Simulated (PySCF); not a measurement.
# OF (Oxygen monofluoride): UPBE/aug-cc-pVTZ

Aim: the vertical electron affinity of OF (Oxygen monofluoride) at UPBE/aug-cc-pVTZ, from 2 runs. The job is set up through a Python script.

Program for the calculation: PySCF 2.14.0.

1 further run of the same task is left out (set aside as unsound or not needed).

## Step 1: The system as given

The species is OF (2 atoms), meant as a doublet with charge 0. As SMILES, `[O]F`. Geometry: relaxed at PBE0-D4/def2-TZVP.

Bond lengths: O1–F2 1.330 Å.

## Step 2: The energy at UPBE/aug-cc-pVTZ

File run.py:

```python
from pyscf import gto, dft

mol = gto.M(
    atom='''
O      0.000000     0.000000    -0.030141
F      0.000000     0.000000     2.483856
''',
    max_memory=1860,
    spin=1,
    charge=0,
    unit='bohr',
    basis='aug-cc-pvtz',
    verbose=3,
)

myscf = dft.UKS(mol, xc='pbe')
myscf.conv_tol = 1e-10
myscf.grids.level = 5
myscf.kernel()
if not myscf.converged:
    myscf = myscf.newton().run(myscf.mo_coeff, myscf.mo_occ)

e_tot = myscf.e_tot
print('Final energy', e_tot)
```

Run with:

```console
$ OMP_NUM_THREADS=1 python run.py
```

What it wrote:

```text
converged SCF energy = -174.787150112948  <S^2> = 0.7521054  2S+1 = 2.0021043
Final energy -174.7871501129479
```

It took 8.4 s on 1 thread of Arm Neoverse V2, shared host; peak memory 0.43 GiB.

## Step 3: The singlet anion at the same level

File run.py:

```python
from pyscf import gto, dft

mol = gto.M(
    atom='''
O      0.000000     0.000000    -0.030141
F      0.000000     0.000000     2.483856
''',
    max_memory=1860,
    verbose=4,
    charge=-1,
    unit='bohr',
    basis='aug-cc-pvtz',
)

ks = dft.RKS(mol)
ks.xc = 'pbe'
ks.conv_tol = 1e-10
ks.grids.level = 5
ks.kernel()
if not ks.converged:
    ks = ks.newton().run(ks.mo_coeff, ks.mo_occ)

e_tot = ks.e_tot
print('E(%s) = %.9f' % ('PBE', e_tot))
```

Run with:

```console
$ OMP_NUM_THREADS=1 python run.py
```

What it wrote:

```text
PySCF version 2.14.0

[INPUT] num. atoms = 2
[INPUT] num. electrons = 18
[INPUT] charge = -1
[INPUT] spin (= nelec alpha-beta = 2S) = 0
[INPUT] symmetry False subgroup None
[INPUT] Mole.unit = bohr
[INPUT] Symbol           X                Y                Z      unit          X                Y                Z       unit  Magmom
[INPUT]  1 O      0.000000000000   0.000000000000  -0.015949930314 AA    0.000000000000   0.000000000000  -0.030141000000 Bohr   0.0
[INPUT]  2 F      0.000000000000   0.000000000000   1.314399990407 AA    0.000000000000   0.000000000000   2.483856000000 Bohr   0.0

nuclear repulsion = 28.6396523146209
number of shells = 26
number of NR pGTOs = 116
number of NR cGTOs = 92
basis = aug-cc-pvtz
ecp = {}

******** <class 'pyscf.dft.rks.RKS'> ********
method = RKS
initial guess = minao
damping factor = 0
level_shift factor = 0
DIIS = <class 'pyscf.scf.diis.CDIIS'>
diis_start_cycle = 1
diis_space = 8
diis_damp = 0
SCF conv_tol = 1e-10
SCF conv_tol_grad = None
SCF max_cycles = 50
direct_scf = True
direct_scf_tol = 1e-13
XC library pyscf.dft.libxc version 7.0.0
    S. Lehtola, C. Steigemann, M. J.T. Oliveira, and M. A.L. Marques.,  SoftwareX 7, 1–5 (2018)
XC functionals = pbe
    J. P. Perdew, K. Burke, and M. Ernzerhof.,  Phys. Rev. Lett. 77, 3865 (1996)
    J. P. Perdew, K. Burke, and M. Ernzerhof.,  Phys. Rev. Lett. 78, 1396 (1997)
    J. P. Perdew, K. Burke, and M. Ernzerhof.,  Phys. Rev. Lett. 77, 3865 (1996)
    J. P. Perdew, K. Burke, and M. Ernzerhof.,  Phys. Rev. Lett. 78, 1396 (1997)
radial grids:
    Treutler-Ahlrichs [JCP 102, 346 (1995); DOI:10.1063/1.469408] (M4) radial grids

becke partition: Becke, JCP 88, 2547 (1988); DOI:10.1063/1.454033
pruning grids: <function nwchem_prune>
grids dens level: 5
symmetrized grids: False
atomic radii adjust function: <function treutler_atomic_radii_adjust>
small_rho_cutoff = 0
Set gradient conv threshold to 1e-05
Initial guess from minao.
tot grids = 86856
init E= -174.944470072106
  HOMO = -0.293657428679551  LUMO = -0.0594179441176035  gap/eV = 6.37398
cycle= 1 E= -174.721743777636  delta_E= 0.223  |g|= 0.751  |ddm|= 1.07

WARN: HOMO 0.268523795001055 == LUMO 0.268523795001066

cycle= 2 E= -171.64362189508  delta_E= 3.08  |g|= 2.83  |ddm|=   96
  HOMO = 0.0432790132315388  LUMO = 0.196180457675485  gap/eV = 4.16066
cycle= 3 E= -174.824090654671  delta_E= -3.18  |g|= 0.343  |ddm|=   96
  HOMO = 0.07464962156039  LUMO = 0.1986396052188  gap/eV = 3.37394
cycle= 4 E= -174.834510797905  delta_E= -0.0104  |g|= 0.299  |ddm|= 0.248
  HOMO = 0.101436678370913  LUMO = 0.2063492933211  gap/eV = 2.85482
cycle= 5 E= -174.845791929637  delta_E= -0.0113  |g|= 0.112  |ddm|= 0.245
  HOMO = 0.1038255709382  LUMO = 0.205043076166282  gap/eV = 2.75427
cycle= 6 E= -174.847668773233  delta_E= -0.00188  |g|= 0.00984  |ddm|= 0.0536
  HOMO = 0.102293401729104  LUMO = 0.204628626373347  gap/eV = 2.78468
cycle= 7 E= -174.847691086536  delta_E= -2.23e-05  |g|= 0.00168  |ddm|= 0.00952
  HOMO = 0.102067953623247  LUMO = 0.204511133769248  gap/eV = 2.78762
cycle= 8 E= -174.847691663988  delta_E= -5.77e-07  |g|= 0.000176  |ddm|= 0.00172
  HOMO = 0.102049619880387  LUMO = 0.204503743704542  gap/eV = 2.78792
cycle= 9 E= -174.847691669612  delta_E= -5.62e-09  |g|= 4.58e-05  |ddm|= 8.47e-05
  HOMO = 0.102043674306534  LUMO = 0.204501253160268  gap/eV = 2.78801
cycle= 10 E= -174.847691670035  delta_E= -4.23e-10  |g|= 5.26e-06  |ddm|= 3.65e-05
  HOMO = 0.102042322102565  LUMO = 0.204500947734754  gap/eV = 2.78804
cycle= 11 E= -174.847691670043  delta_E= -7.82e-12  |g|= 1.87e-07  |ddm|= 7.46e-06
  HOMO = 0.102042309142494  LUMO = 0.204500931252765  gap/eV = 2.78804
Extra cycle  E= -174.847691670043  delta_E= -5.68e-14  |g|= 4.5e-07  |ddm|= 2.94e-07
converged SCF energy = -174.847691670043
E(PBE) = -174.847691670
```

Wall time 5.1 s (1 thread of Arm Neoverse V2, shared host); peak memory 0.42 GiB.

## Step 4: Outcome

Level: UPBE/aug-cc-pVTZ.

| quantity | value |
| --- | --- |
| doublet OF: total energy | -174.78715 Eh |
| doublet OF: dipole moment | 0.26 D |
| doublet OF: HOMO energy (highest over α and β) | -7.01 eV |
| doublet OF: LUMO energy (lowest over α and β) | -6.44 eV |
| doublet OF: ⟨S²⟩ | 0.752 |
| singlet anion: total energy | -174.84769 Eh |
| singlet anion: HOMO energy | 2.78 eV |
| singlet anion: LUMO energy | 5.56 eV |
| singlet anion: HOMO–LUMO gap (to an unbound level, set by the basis) | 2.79 eV |
| vertical electron affinity (to the singlet anion) | 1.647 eV |

What this shows: At fixed nuclei the extra electron is bound by 1.65 eV (38 kcal/mol). The HOMO (singlet anion) lies at positive energy, 2.78 eV, as semi-local functionals often give for anions; only total energies tell whether the electron is bound.
